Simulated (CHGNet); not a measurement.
# 1T (CdI2-type) PtS2

Method: the machine-learned potential CHGNet-r²SCAN (trained on r²SCAN data).

Cell: relaxed at this level.

- lattice parameter a = 3.546 Å
- lattice parameter c = 5.559 Å

Measured, for comparison: lattice constant a 3.542 Å (temperature not stated, no zero-point or thermal correction; as tabulated in Björkman (2014), arXiv:1406.2436); lattice parameter c 5.036 Å (temperature not stated, zero-point anharmonic expansion removed (computed with revB86b-DF2); no thermal correction; as tabulated in Björkman (2014), arXiv:1406.2436). Computed (rounded) less measured: lattice constant a +0.1 %, lattice parameter c +10.4 %.

A machine-learned potential is trained on density-functional data: it inherits that level's misses and adds fitting errors of its own.

Note: the model gives imaginary modes for this phase (in the spectrum interpolated from a supercell); the model's c/a of 1.57 is far from the 1.42 of the starting cell; this model's volume lies 11 % above that of the starting cell (a measured, published or database cell).
